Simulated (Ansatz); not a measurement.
System: CH3Cl, charge 0, singlet. CH3Cl (chloromethane, SMILES CCl).
B3LYP-D3(BJ)/def2-TZVP minimum from Ansatz (a first-principles code):
```
C
H 1 1.0858
H 1 1.0858 2 110.57
H 1 1.0858 2 110.57 3 -122.80
Cl 1 1.7944 2 108.35 3 118.60
```
Charge 0, spin multiplicity 1.

Hartree-Fock and CCSD correlation energies in hartree (Ansatz). UHF or UKS for unpaired electrons; spin-orbit terms are left out. Correlated methods leave the cores frozen. No relativity.

```json
[
 {"basis": "cc-pV(T+d)Z", "X": "3", "E(HF)": "-499.14866", "E(corr, CCSD)": "-0.40430"},
 {"basis": "cc-pV(Q+d)Z", "X": "4", "E(HF)": "-499.15509", "E(corr, CCSD)": "-0.43162"},
 {"basis": "cc-pV(5+d)Z", "X": "5", "E(HF)": "-499.15644", "E(corr, CCSD)": "withheld"}
]
```

Task: Fit E(corr) = E∞ + A/X³ to X = 3 and 4, predict X = 5, and compare with the run.

Result: A = (-0.40430 - (-0.43162))/(1/27 - 1/64) = 1.2759; E∞ = -0.43162 - A/64 = -0.45156; at X = 5, E∞ + A/125 = -0.44135. The run gave -0.44035, 1.00 mEh above the prediction. The same form on X = 4 and 5 gives E∞ = -0.44951, 2.05 mEh above the first estimate.
